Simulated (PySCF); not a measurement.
**SMILES Cc1cc[pH]c1, C5H7P**

Molfile (atoms numbered from 1):
```
C5H7P
     RDKit          3D

 13 13  0  0  0  0  0  0  0  0999 V2000
   -1.9321    0.0647    0.1283 C   0  0  0  0  0  0  0  0  0  0  0  0
   -0.4355    0.1328    0.0421 C   0  0  0  0  0  0  0  0  0  0  0  0
    0.3784   -1.0754   -0.1338 C   0  0  0  0  0  0  0  0  0  0  0  0
    1.7092   -0.8591   -0.1955 C   0  0  0  0  0  0  0  0  0  0  0  0
    2.0529    0.9190   -0.2343 P   0  0  0  0  0  0  0  0  0  0  0  0
    0.3109    1.2603    0.1125 C   0  0  0  0  0  0  0  0  0  0  0  0
   -2.3713    1.0600    0.2986 H   0  0  0  0  0  0  0  0  0  0  0  0
   -2.3662   -0.3460   -0.8009 H   0  0  0  0  0  0  0  0  0  0  0  0
   -2.2506   -0.5980    0.9526 H   0  0  0  0  0  0  0  0  0  0  0  0
   -0.0810   -2.0670   -0.2058 H   0  0  0  0  0  0  0  0  0  0  0  0
    2.4606   -1.6399   -0.3308 H   0  0  0  0  0  0  0  0  0  0  0  0
    2.6276    1.0947    1.0614 H   0  0  0  0  0  0  0  0  0  0  0  0
   -0.1069    2.2628    0.2291 H   0  0  0  0  0  0  0  0  0  0  0  0
  1  2  1  0
  2  3  1  0
  3  4  2  0
  4  5  1  0
  5  6  1  0
  6  2  2  0
  1  7  1  0
  1  8  1  0
  1  9  1  0
  3 10  1  0
  4 11  1  0
  5 12  1  0
  6 13  1  0
M  END
```

Method: UKS CAM-B3LYP/def2-SV(P) four-point reorganisation energy, gas phase in PySCF 2.14.0. Geometry: CAM-B3LYP/def2-SV(P).

Q: What is the inner reorganisation energy for hole transfer, with the ionisation energy?

A: λ = 0.257 (surface of the oxidised species) + 0.286 (surface of the starting species) = 0.543 eV. The ionisation energy is 8.57 eV vertical and 8.32 eV adiabatic without zero-point energy; at the relaxed geometry of the oxidised species the two energies differ by 8.03 eV. Largest bond changes: C6–C2 1.354 → 1.423 Å, C2–C3 1.467 → 1.413 Å, C3–C4 1.350 → 1.389 Å, C1–C2 1.501 → 1.486 Å, P5–C6 1.809 → 1.798 Å. ⟨S²⟩ of the relaxed oxidised species 0.776.
